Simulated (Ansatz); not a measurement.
Born–Oppenheimer molecular dynamics of C4H7FO (13 atoms, charge 0, multiplicity 1). It starts at the highest image of a converged band. Of that band: The profile has 2 maxima (images 2, 6) with wells between them (image 4): this band takes more than one step, which may be the mechanism or a detour left from its start path. Neighbouring images differ by up to 3.5 eV, so the band resolves the path poorly. A vibrational analysis at the climbing image gives one clearly imaginary mode, 1026i cm⁻¹: a first-order saddle point.

These are results of RKS PBE0/STO-3G (Ansatz), not measurements.

```
ensemble                      : NVE (velocity Verlet)
time step                     : 0.5 fs
steps asked                   : 200
starting velocities drawn for : 100 K
seed                          : 11198
```

First frame:

```xyz
13
Properties=species:S:1:pos:R:3
C 0.773 -2.430 0.517
C -0.128 -1.488 0.186
C 0.168 -0.269 -0.590
O -0.940 0.859 -0.019
C -0.356 2.240 -0.135
F 0.502 2.414 0.924
H 0.474 -3.410 0.890
H 1.844 -2.275 0.373
H -1.193 -1.717 0.339
H 1.137 0.169 -0.256
H -1.214 0.608 -0.992
H 0.175 2.312 -1.121
H -1.221 2.952 -0.100
```

(1) How far do the bonds stretch over the last three quarters of this one trajectory? (Pairs bonded in most of those frames.)

Results:

(1) 
```
  bond  mean (Å)  spread (Å)  shortest  longest
 C1–C2     1.348       0.009      1.33     1.37
 C1–H7     1.091       0.006      1.08     1.10
 C1–H8     1.092       0.008      1.08     1.11
 C2–C3     1.477       0.023      1.44     1.52
 C2–H9     1.101       0.008      1.09     1.11
 C3–O4     1.653       0.029      1.60     1.71
C3–H10     1.122       0.022      1.08     1.16
 O4–C5     1.507       0.013      1.48     1.54
O4–H11     1.019       0.019      0.99     1.05
 C5–F6     1.374       0.018      1.34     1.41
C5–H12     1.123       0.005      1.12     1.13
C5–H13     1.122       0.005      1.11     1.13
```

Mean temperature of the second half: 115 K. The conserved energy stayed within 0.089 meV per atom of its start (net change 0.037 meV per atom), so the integration is sound. A run of 0.1 ps of so small a system gives no equilibrium averages. The orbitals stay closed-shell, which can raise the energy where a bond breaks towards radicals; this wasn't checked here. Limits of this set-up: minimal basis.

The run took 7.4 min on 1 thread of Arm Neoverse V2 (shared host), peak memory 0.1 GiB.
